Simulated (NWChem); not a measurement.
# C2HN (SMILES [CH]C#N) at 6 levels

Wanted: a comparison of 6 runs (UHF/STO-3G, UHF/3-21G, UB3LYP/6-31G*, UPBE0/def2-SVP, UMP2/6-31G) of C2HN. 

The calculation is run with NWChem 7.3.0.

**1. Starting point**

C2HN has 4 atoms, charge 0, and is taken as a triplet. As SMILES, `[CH]C#N`. Geometry: relaxed at GFN2-xTB.

Bond lengths: C1–C2 1.272 Å, C2–N3 1.198 Å, C1–H4 1.050 Å. Angles: C1–C2–N3 179.7°, C2–C1–H4 175.8°.

**2. Energy and forces at UHF/STO-3G (run 1)**

mol.nw reads:

```
start mol
title "C2HN gradient"
memory 2200 mb

geometry units angstrom noautosym nocenter noautoz
   C     0.557530   -0.360710    0.113220
   C    -0.512560    0.297740   -0.082980
   N    -1.523420    0.914290   -0.264090
   H     1.478450   -0.851310    0.233850
end

basis spherical bse
   * library STO-3G
end

scf
   nopen 2
   uhf
   thresh 1e-08
   maxiter 80
   noprint "final vectors analysis"
end

task scf gradient
```

Launch:

```console
$ nwchem mol.nw > mol.out
```

Output:

```text
[...]
  functions       =    16
[...]
  wavefunction    = UHF
[...]
         Total SCF energy =   -129.020624887802
      One electron energy =   -269.701695420224
      Two electron energy =     92.701594882705
 Nuclear repulsion energy =     47.979475649718
                       Sz =      1.0000
                 Sz(Sz+1) =      2.0000
                      S^2 =      2.4386
[...]
                         UHF ENERGY GRADIENTS
    atom               coordinates                        gradient
                 x          y          z           x          y          z
   1 C       1.053579  -0.681643   0.213955   -0.015150   0.012807  -0.004976
   2 C      -0.968598   0.562647  -0.156809   -0.081177   0.047511  -0.013297
   3 N      -2.878846   1.727758  -0.499058    0.113878  -0.068872   0.020059
   4 H       2.793865  -1.608743   0.441912   -0.017551   0.008553  -0.001786
[...]
```

Run time: 0.78 s. Hardware: 1 thread of Intel Xeon 6975P-C (Granite Rapids), shared host; peak memory 0.099 GiB.

**3. Energy and gradient at UHF/3-21G (run 2)**

c2hn.nw reads:

```
start c2hn
title "C2HN"
memory stack 880 mb heap 220 mb global 1100 mb
charge 0

geometry noautosym nocenter noautoz
  C        0.557530      -0.360710       0.113220
  C       -0.512560       0.297740      -0.082980
  N       -1.523420       0.914290      -0.264090
  H        1.478450      -0.851310       0.233850
end

basis spherical bse
  C library 3-21G
  N library 3-21G
  H library 3-21G
end

scf
  triplet
  uhf
  thresh 1e-08
  maxiter 80
end

task scf gradient
```

Launch:

```console
$ nwchem c2hn.nw > c2hn.out
```

Output:

```text
[...]
  functions       =    29
[...]
  wavefunction    = UHF
[...]
         Total SCF energy =   -129.955435111276
      One electron energy =   -269.656902864751
      Two electron energy =     91.721992103758
 Nuclear repulsion energy =     47.979475649718
                       Sz =      1.0000
                 Sz(Sz+1) =      2.0000
                      S^2 =      2.3607
[...]
                         UHF ENERGY GRADIENTS
    atom               coordinates                        gradient
                 x          y          z           x          y          z
   1 C       1.053579  -0.681643   0.213955   -0.013416   0.007795  -0.002133
   2 C      -0.968598   0.562647  -0.156809   -0.018921   0.011850  -0.003653
   3 N      -2.878846   1.727758  -0.499058    0.035491  -0.021690   0.006428
   4 H       2.793865  -1.608743   0.441912   -0.003154   0.002046  -0.000642
[...]
```

Wall time 0.92 s (1 thread of Intel Xeon 6975P-C (Granite Rapids), shared host); peak memory 0.098 GiB.

Runs 3 to 5 aren't shown in full; the table further down has their settings and results.

**4. Energy and forces at UMP2/6-31G (run 6)**

a.xyz reads:

```xyz
4

C      0.557530    -0.360710     0.113220
C     -0.512560     0.297740    -0.082980
N     -1.523420     0.914290    -0.264090
H      1.478450    -0.851310     0.233850
```

run.py reads:

```python
from ase.io import read
from ase.calculators.nwchem import NWChem

system = read('a.xyz')

calc = NWChem(
    label='a',
    theory='mp2',
    memory='2200 mb',
    basis='6-31G',
    basispar='spherical bse',
    scf={'nopen': '2', 'uhf': None, 'thresh': '1e-08', 'maxiter': '80', 'print': 'low'},
    mp2={'freeze': 'core 3', 'tight': None},
)
system.calc = calc

forces = system.get_forces()
e = system.get_potential_energy()
print(f"E = {e:.6f} eV")
print("forces (eV/A):")
for s, f in zip(system.symbols, forces):
    print(f"{s:2s} {f[0]:10.5f} {f[1]:10.5f} {f[2]:10.5f}")
```

Launch:

```console
$ export ASE_NWCHEM_COMMAND="nwchem PREFIX.nwi > PREFIX.nwo"
$ python run.py
```

Output:

```text
E = -3560.016271 eV
forces (eV/A):
C     1.30232   -0.97429    0.34818
C    -0.66612    0.52934   -0.19690
N    -1.37564    0.79905   -0.22235
H     0.73945   -0.35409    0.07112
```

The calculator wrote a.nwi:

```
title "a"

permanent_dir a

scratch_dir a

start a

geometry units angstrom nocenter noautosym noautoz
  C  5.5752999999999997e-01 -3.6070999999999998e-01 1.1322000000000000e-01
  C  -5.1256000000000002e-01 2.9774000000000000e-01 -8.2979999999999998e-02
  N  -1.5234200000000000e+00 9.1429000000000005e-01 -2.6408999999999999e-01
  H  1.4784500000000000e+00 -8.5131000000000001e-01 2.3385000000000000e-01
end

memory 2200 mb

basis spherical bse noprint
   * library 6-31G
end

scf
  nopen 2
  uhf
  thresh 1e-08
  maxiter 80
  print low
end
mp2
  freeze core 3
  tight
end

task mp2 gradient
```

a.nwo:

```text
Northwest Computational Chemistry Package (NWChem) 7.3.0
             --------------------------------------------------------

           Job information
           ---------------

    nwchem branch   = 7.3.0
    use scalapack   = T
    input           = a.nwi
    prefix          = a.
    data base       = a/a.db
    status          = startup
    nproc           =        1

           Memory information
           ------------------

    heap     =     72089596 doubles =      550.0 Mbytes
    stack    =     72089601 doubles =      550.0 Mbytes
    global   =    144179200 doubles =     1100.0 Mbytes (distinct from heap & stack)
    total    =    288358397 doubles =     2200.0 Mbytes
    verify   = yes
    hardfail = no

[... 36 lines left out ...]
            Nuclear Dipole moment (a.u.)
[... 61 lines left out ...]
         Total SCF energy =   -130.628206274794
[... 1 line left out ...]
      Two electron energy =     91.939615586043
[... 104 lines left out ...]
 CPHF converged to   3.1D-07 in   13 iters
[... 11 lines left out ...]
 MP2 alpha    natural orbital occupation numbers
[... 65 lines left out ...]
  MP2 natural orbitals output to a/a.mp2nos
[... 1 line left out ...]
                         mp2 ENERGY GRADIENTS

    atom               coordinates                        gradient
                 x          y          z           x          y          z
   1 C       1.053579  -0.681643   0.213955   -0.025326   0.018947  -0.006771
   2 C      -0.968598   0.562647  -0.156809    0.012954  -0.010294   0.003829
   3 N      -2.878846   1.727758  -0.499058    0.026752  -0.015539   0.004324
   4 H       2.793865  -1.608743   0.441912   -0.014380   0.006886  -0.001383

                 ----------------------------------------
                 |  Time  |  1-e(secs)   |  2-e(secs)   |
                 ----------------------------------------
                 |  CPU   |       0.00   |       0.13   |
                 ----------------------------------------
                 |  WALL  |       0.00   |       0.13   |
                 ----------------------------------------
 -----------------------
 Task  times  cpu:        1.9s     wall:        1.9s
 Total times  cpu:        1.9s     wall:        1.9s
```

It took 2.8 s on 1 thread of Intel Xeon 6975P-C (Granite Rapids), shared host; peak memory 0.1 GiB.

**5. Overview of the runs**

```csv
run,level,iteration cap,module,energy (Eh),dipole moment (D),⟨S²⟩,largest force (eV/Å),wall time
1,UHF/STO-3G,80,scf,-129.020625,2.58,2.439,6.921,0.78 s
2,UHF/3-21G,80,scf,-129.955435,3.08,2.361,2.164,0.92 s
3,UB3LYP/6-31G* (spherical functions),100,dft,-131.415814,–,2.053,1.729,11 s
4,UB3LYP/6-31G* (Cartesian functions),100,dft,-131.419340,3.22,2.053,1.710,12 s
5,UPBE0/def2-SVP,100,dft,-131.162054,3.13,2.069,1.263,11 s
6,UMP2/6-31G,80,mp2,-130.828186,3.56,2.376,1.663,2.8 s
```

**6. Results**

| quantity | value |
| --- | --- |
| run 6: total energy | -130.82819 Eh |
| run 6: dipole moment (of the density that the program reports) | 3.56 D |
| run 6: correlation energy (3 core orbitals frozen) | -200.0 mEh |
| run 6: ⟨S²⟩ of the reference determinant | 2.376 |
| run 6: largest force on an atom | 1.663 eV/Å |

What this shows: Over runs 1, 2, 4, 5, 6 the dipole moment (its size) runs from 2.58 D (UHF/STO-3G) to 3.56 D (UMP2/6-31G). The two ends differ in method and basis. Totals of different functionals can't be ranked against each other. In run 1 the basis is minimal, so the values are rough. Spin contamination of the reference: run 1 ⟨S²⟩ = 2.44, run 6 ⟨S²⟩ = 2.38, run 2 ⟨S²⟩ = 2.36. All runs together took 38 s, the longest 12 s.
